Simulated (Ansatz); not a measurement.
Mg2H4. Charge 0, multiplicity 1. Geometry r2SCAN-D4/def2-TZVP; atoms count from 1.

```xyz
6

Mg    1.328   -0.041    0.419
Mg   -1.328    0.042   -0.416
H    -2.947    0.091   -0.931
H     0.182    1.157   -0.464
H     2.951   -0.095    0.921
H    -0.185   -1.155    0.472
```

The structure comes from a short search, and lower isomers may exist.

(1) Estimate the Mulliken populations from the PBE0/def2-TZVP orbitals of Ansatz.

## Answers

(1) 
| atom | charge (e) |
| --- | --- |
| Mg1 | 0.43 |
| Mg2 | 0.43 |
| H3 | -0.17 |
| H4 | -0.26 |
| H5 | -0.17 |
| H6 | -0.26 |
Mulliken values depend strongly on the basis.
